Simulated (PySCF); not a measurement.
Cl2, SMILES ClCl (connectivity only; charge and spin as stated), charge +1, multiplicity 2.

Geometry optimised at PBE0-D3(BJ)/def2-TZVPD.

The numbers are results of PySCF with M06-2X/def2-TZVPD, not measurements.

The molecule is in vacuum.

```json
{
 "total_energy": "-919.93786 hartree",
 "point_group": "D∞h",
 "α spin, highest occupied and lowest empty level": "-18.22 and -9.15 eV",
 "β spin, highest occupied and lowest empty level": "-17.84 and -13.11 eV",
 "dipole_moment_about_the_centre_of_nuclear_charge": "0.000 e·Å",
 "⟨S²⟩": "0.755 (pure state 0.75)"
}
```
